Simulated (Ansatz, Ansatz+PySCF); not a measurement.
```yaml
atoms:
  - { symbol: C, position_ang: [0.0000, 0.0040, -0.6683] }
  - { symbol: C, position_ang: [0.0000, -0.0040, 0.6683] }
  - { symbol: C, position_ang: [0.0000, 1.2255, -1.5272] }
  - { symbol: C, position_ang: [0.0000, -1.2255, 1.5272] }
  - { symbol: H, position_ang: [0.0000, -0.9611, -1.1939] }
  - { symbol: H, position_ang: [0.0000, 0.9611, 1.1939] }
  - { symbol: H, position_ang: [0.0000, 2.1461, -0.9244] }
  - { symbol: H, position_ang: [0.8831, 1.2515, -2.1881] }
  - { symbol: H, position_ang: [-0.8831, 1.2515, -2.1881] }
  - { symbol: H, position_ang: [0.0000, -2.1461, 0.9244] }
  - { symbol: H, position_ang: [0.8831, -1.2515, 2.1881] }
  - { symbol: H, position_ang: [-0.8831, -1.2515, 2.1881] }
```

RHF on singlet C₄H₈ was run in several spherical basis sets with Ansatz (development build ahead of 0.2.0).

(1) Rank the basis sets by the total energy that they give, lowest first, with the distance from the lowest.
A. 6-31G(d)
B. def2-SVP
C. cc-pVDZ
D. def2-TZVP

Answers

(1) D (0.00 eV), C (1.22 eV), A (1.64 eV), B (4.56 eV).

Totals follow the description of the cores as much as that of the bonds, so this order isn't one of quality for chemistry.
